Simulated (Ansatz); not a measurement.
**What a trial cell of Cs2BaP2 relaxes into**

Method: DFT PBE, scalar-relativistic, plane waves, PAW in Ansatz. Cutoff 420 eV, Γ-centred k mesh, Gaussian smearing, no spin polarisation in the final step.

A relaxed cell is given with its space group left out.

```yaml
crystal:
  lattice:
    - [5.32531, 0.00000, 0.00000]
    - [-2.66266, 4.61186, 0.00000]
    - [0.00000, 0.00000, 8.80390]
  atoms:
    - { symbol: Cs, position: [0.33333, 0.66667, 0.32607] }
    - { symbol: Cs, position: [0.66667, 0.33333, 0.67393] }
    - { symbol: Ba, position: [0.00000, 0.00000, 0.00000] }
    - { symbol: P, position: [0.33333, 0.66667, 0.85359] }
    - { symbol: P, position: [0.66667, 0.33333, 0.14641] }
```

Energies over the elements count from the elements' standard structures at the same level, with no empirical corrections.

Question: What space group does it have?

Answer: P-3m1 (No. 164). Conventional cell: a = 5.325 Å, c = 8.804 Å. Cs has 3 P at 3.46 Å; Ba is coordinated by 6 P at 3.33 Å and 6 Cs at 4.21 Å; P is coordinated by 3 Ba at 3.33 Å and 3 Cs at 3.46 Å (next P at 4.01 Å).

Question: What is its formation energy per atom?

Answer: -0.22 eV/atom.

Question: Is it a metal?

Answer: Yes, bands cross the Fermi level on the 12×12×6 mesh.

The final run used a 12×12×6 mesh on its 5-atom cell and 0.10 eV smearing. The k mesh leaves about 4 meV/atom of noise in metals. The cell came from a trial start, so Cs2BaP2 may not exist in this structure.

Cost: 3 runs of about 4.7 core-minutes in all, on Arm Neoverse V2 (shared hosts).